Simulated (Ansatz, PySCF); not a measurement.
This Ansatz (a first-principles code) input computes a CCSD(T)/cc-pVDZ energy:

Ansatz 0.2 input:
```yaml
crystal:
  periodic: [false, false, false]
  atoms:
    - {symbol: C, position_ang: [0.01278651, 0.10878287, 0.77591448]}
    - {symbol: C, position_ang: [-0.01004020, 0.03731449, -0.57342092]}
    - {symbol: H, position_ang: [0.02491044, -0.93690889, 1.17613433]}
    - {symbol: H, position_ang: [-0.02531590, 0.94370798, -1.19774587]}
    - {symbol: H, position_ang: [-0.01607244, -0.88338326, -1.19334978]}
basis:
  gaussian:
    orbitals: cc-pVDZ
total_charge: -1
magnetization: {spin_polarized: false}
correlation: {method: ccsd_t, electrons: outside_noble_gas}
```

Question: Write an input for the same energy in PySCF and say what it gives.

Answer: 
```python
from pyscf import gto, scf, mp, cc as ccmod

mol = gto.M(
    atom='''
    C     0.01278651    0.10878287    0.77591448
    C    -0.01004020    0.03731449   -0.57342092
    H     0.02491044   -0.93690889    1.17613433
    H    -0.02531590    0.94370798   -1.19774587
    H    -0.01607244   -0.88338326   -1.19334978
    ''',
    basis='cc-pvdz',
    charge=-1,
    spin=0,
    verbose=4,
)

mf = scf.RHF(mol)
mf.conv_tol = 1e-10
mf.max_cycle = 100
mf.kernel()
mp2 = mp.MP2(mf, frozen=2).run()
cc = ccmod.CCSD(mf, frozen=2)
cc.max_cycle = 100
cc.kernel()
et = cc.ccsd_t()
print(f'E(CCSD(T)) = {cc.e_tot + et:.9f}')
```
It gives -77.66684 Eh, and Ansatz -77.66684 Eh, a difference of 0.00 mEh.

It need not be the lowest isomer of its formula. Whether it binds its extra electron was not tested at this geometry.
